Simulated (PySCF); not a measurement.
Species: `C(C[N+]#[C-])=C` (cis allyl isocyanide). The columns A, B, C and D hold Mulliken, IAO, Hirshfeld and ESP-fitted charges (e) of one PBE0/pcSseg-1 density (PySCF), in a shuffled order. Coordinates in Å (GFN2-xTB); the density's dipole moment is (-3.18, -1.80, -0.98) D.

| atom | x | y | z | A | B | C | D |
| --- | --- | --- | --- | --- | --- | --- | --- |
| C1 | 2.758 | 0.724 | 0.587 | -0.090 | -0.447 | 0.000 | -0.110 |
| N2 | 1.825 | 0.115 | 0.261 | -0.120 | +0.386 | -0.372 | -0.063 |
| C3 | 0.677 | -0.600 | -0.117 | -0.165 | -0.337 | +0.071 | +0.010 |
| C4 | -0.559 | 0.070 | 0.408 | -0.136 | +0.108 | -0.241 | -0.036 |
| C5 | -1.555 | 0.472 | -0.357 | -0.302 | -0.550 | -0.141 | -0.088 |
| H6 | 0.652 | -0.664 | -1.210 | +0.170 | +0.160 | +0.148 | +0.065 |
| H7 | 0.762 | -1.613 | 0.299 | +0.176 | +0.148 | +0.162 | +0.065 |
| H8 | -0.579 | 0.218 | 1.480 | +0.157 | +0.097 | +0.126 | +0.052 |
| H9 | -1.541 | 0.339 | -1.426 | +0.149 | +0.230 | +0.119 | +0.051 |
| H10 | -2.431 | 0.943 | 0.054 | +0.162 | +0.207 | +0.129 | +0.055 |

Question: Which column most likely holds the ESP-fitted charges?

Answer: B. Σ q r misses the density's dipole by 0.02 D (B), 0.38 D (C), 0.92 D (A), 1.54 D (D). Charges fitted to the outside potential are the only set here that is tied to the molecule's multipoles.

Question: And the Hirshfeld charges?

Answer: D. The mean sizes are 0.060 e (D), 0.151 e (C), 0.163 e (A), 0.267 e (B), and Hirshfeld charges are commonly the smallest of these schemes.

As computed, A = IAO, B = ESP-fitted, C = Mulliken, D = Hirshfeld. Hydrogens on carbon: IAO +0.15 to +0.18, ESP-fitted +0.10 to +0.23, Mulliken +0.12 to +0.16, Hirshfeld +0.05 to +0.07 e.

The ESP scheme is a least-squares fit of atom-centred charges to the potential on four shells outside the van der Waals surface, with the total charge fixed. The Hirshfeld scheme divides the density at each point in proportion to the densities of the neutral, spherically averaged free atoms.

The structure is a single GFN2-xTB conformer in the gas phase; no vibrational or solvent corrections.

Conformer computed: `[C-:1]#[N+:2][CH2:3][CH:4]=[CH2:5]`: N2–C3–C4–C5 123°.
